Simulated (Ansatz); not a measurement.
Geometry optimisation, RKS PBE/def2-SVP (Ansatz 0.2.0).

input.yaml

```yaml
crystal:
  periodic: [false, false, false]
  atoms:
    - { symbol: Si, position_ang: [-0.021511, -0.040785, -1.054302] }
    - { symbol: H, position_ang: [1.133857, -0.211059, 1.337706] }
    - { symbol: H, position_ang: [1.646532, 0.177705, 1.009925] }
    - { symbol: Cl, position_ang: [-1.098793, 1.698778, -0.52328] }
    - { symbol: F, position_ang: [-0.830084, -1.183939, -0.182548] }
basis:
  gaussian: { orbitals: def2-SVP }
hamiltonian:
  xc: pbe
relax:
  f_tol: 0.03
  max_steps: 50
output:
  orbitals: {}
```

Command:

```bash
$ ansatz run input.yaml --threads 1 --pin off --max-ram 2048MiB --backend cpu --events-out ev --progress --plain --runs-dir out
```

Problem. Where does it end, and by what steps?

Solution. The forces met the threshold. The force dipped under the threshold on the way, but the program's further checks kept it going. After 33 steps the energy has fallen by 0.104 eV; H3 moved furthest, 1.24 Å.

```csv
step,energy less start (eV),largest force component (eV/Å),accepted
0,0.0000,1.335,yes
2,-0.0775,0.112,yes
4,-0.0800,0.315,yes
6,-0.0854,0.160,yes
8,-0.0850,0.429,no
10,-0.0902,0.199,yes
12,-0.0945,0.229,yes
14,-0.0981,0.234,yes
16,-0.1000,0.058,yes
18,-0.1009,0.004,yes
20,-0.1014,0.085,yes
22,-0.1021,0.079,yes
24,-0.1022,0.123,no
26,-0.1023,0.179,no
28,-0.1029,0.056,yes
30,-0.1032,0.057,yes
32,-0.1034,0.066,yes
33,-0.1036,0.003,yes
```

```xyz
5
Properties=species:S:1:pos:R:3
Si -1.007 -0.138 -1.585
H 1.571 -0.375 1.496
H 2.133 -0.342 2.019
Cl -1.728 1.787 -1.116
F -0.139 -0.491 -0.227
```

Whether the end is a true minimum wasn't checked by a vibrational analysis.

Run time: 45 s on 1 thread of Arm Neoverse V1 (shared host), peak memory 0.12 GiB.
